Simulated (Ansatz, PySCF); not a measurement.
System: C2H6OS, charge 0, singlet. C2H6OS (SMILES CS(C)=O).
B3LYP-D3(BJ)/def2-TZVP minimum from Ansatz (an electronic-structure program):
```
S
O 1 1.4886
C 1 1.8169 2 106.63
H 3 1.0885 1 106.64 2 -67.13
H 3 1.0900 4 109.97 1 -118.01
H 3 1.0903 4 109.95 5 -122.84
C 1 1.8169 2 106.63 3 102.02
H 7 1.0885 1 106.64 2 67.13
H 7 1.0900 8 109.97 1 118.01
H 7 1.0903 8 109.95 9 122.84
```
Charge 0, spin multiplicity 1.

Atomisation energy term by term, kcal/mol (programs: Ansatz). Open shells are spin-unrestricted; no spin-orbit coupling. Correlated methods leave the cores frozen. Rows without X2C or -DK are non-relativistic. CBS(X,Y): correlation extrapolated as X^-3, Hartree-Fock from the larger set. A bracket is a step between two methods taken in the basis named. 'core' is core correlation in cc-pwCVTZ (1s frozen past Ne), 'X2C' scalar relativity in cc-pVTZ-DK, both at CCSD(T). For partners of very few electrons the exact lower level stands in for a higher one.

| term | basis | kcal/mol |
|---|---|---|
| Hartree-Fock | cc-pV(Q+d)Z | 601.81 |
| CCSD correlation | CBS(cc-pV(T+d)Z,cc-pV(Q+d)Z) | 236.32 |
| (T) | CBS(cc-pV(T+d)Z,cc-pV(Q+d)Z) | 16.55 |
| CCSDT(Q) - CCSD(T) | cc-pV(D+d)Z | 0.97 |
| core correlation | cc-pwCVTZ | 2.99 |
| scalar relativity | X2C, cc-pVTZ-DK | -1.14 |
| minus zero-point energy | Hessian by PySCF at B3LYP-D3(BJ)/def2-TZVP | -49.66 |
| sum: D0 |  | 807.8 |
